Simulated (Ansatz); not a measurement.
## Ansatz (development build ahead of 0.2.0) run

```yaml
crystal:
  periodic: [false, false, false]
  atoms:
    - { symbol: O, position_ang: [-0.40234, -0.92069, 0.97161] }
    - { symbol: O, position_ang: [-0.06338, -2.80442, 2.10788] }
    - { symbol: O, position_ang: [1.29244, 0.52011, 0.89252] }
basis:
  gaussian: { orbitals: STO-3G }
hamiltonian:
  xc: hf
correlation:
  method: fci
  frozen_orbitals: { O: 1 }
```

The input is written out in the form of the current development build from the run's settings.

Results

| Quantity | Value |
| --- | --- |
| Converged | yes |
| Reference energy | -221.00237 hartree |
| Correlation energy | -0.41420 hartree |
| Total energy | -221.41657 hartree |
| State | lowest singlet root, of any spatial symmetry |
